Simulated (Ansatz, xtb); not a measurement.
**C2H6O2S (dimethyl sulfone): methods side by side**

C2H6O2S has 11 atoms, charge 0, and is taken as a singlet. SMILES: `CS(C)(=O)=O`. Geometry: relaxed at PBE0-D4/def2-TZVP.

Quantity: the atomisation enthalpy at 298 K, in kJ/mol. The values are calculated. The thermal term (zero-point and 298 K enthalpy, harmonic and unscaled) is that of GFN1-xTB; the spin-orbit lowering of the free atoms at 298 K, 2.7 kJ/mol by their spectra, is taken off.

**What was measured.** CRC Handbook of Chemistry and Physics gives the atomisation enthalpy at 298 K of the gas as 3890 kJ/mol.

```json
{"level": "BLYP/6-31G* (spherical functions)", "kind": "GGA", "program": "Ansatz", "value (kJ/mol)": "3723", "computed − measured": "-167", "CPU time (all runs)": "9.5 s"}
{"level": "r2SCAN/6-31G* (spherical functions)", "kind": "meta-GGA", "program": "Ansatz", "value (kJ/mol)": "3785", "computed − measured": "-105", "CPU time (all runs)": "19 s"}
{"level": "B3LYP/6-31G* (spherical functions)", "kind": "global hybrid", "program": "Ansatz", "value (kJ/mol)": "3709", "computed − measured": "-181", "CPU time (all runs)": "8.7 s"}
{"level": "BHLYP/6-31G* (spherical functions)", "kind": "global hybrid", "program": "Ansatz", "value (kJ/mol)": "3541", "computed − measured": "-349", "CPU time (all runs)": "11 s"}
{"level": "PBE0/6-31G* (spherical functions)", "kind": "global hybrid", "program": "Ansatz", "value (kJ/mol)": "3756", "computed − measured": "-134", "CPU time (all runs)": "9.4 s"}
{"level": "wB97X/6-31G* (spherical functions)", "kind": "range-separated hybrid", "program": "Ansatz", "value (kJ/mol)": "3754", "computed − measured": "-136", "CPU time (all runs)": "36 s"}
{"level": "RPA@PBE0/6-31G* (spherical functions)", "kind": "RPA", "program": "Ansatz", "value (kJ/mol)": "3299", "computed − measured": "-591", "CPU time (all runs)": "15 s"}
{"level": "BCCD(T)/6-31G* (spherical functions)", "kind": "coupled cluster or CI", "program": "Ansatz", "value (kJ/mol)": "3360", "computed − measured": "-530", "CPU time (all runs)": "33 s"}
```

Nearest: r2SCAN/6-31G* (spherical functions) (-105 kJ/mol); farthest: RPA@PBE0/6-31G* (spherical functions) (-591 kJ/mol). Computed less measured by kind, in kJ/mol (of the ab initio rows, those in 6-31G*): GGA -167; meta-GGA -105; global hybrid -349 to -134; range-separated hybrid -136; RPA -591; coupled cluster or CI -530. Wave-function methods converge slowly with the basis and bind too weakly in sets of this size; that is part of their error here. In so small a basis fixed costs decide the times, and correlated methods can beat functionals. Times are those of the runs behind each value, whatever else they computed, on shared processors of several kinds: orders of magnitude only.
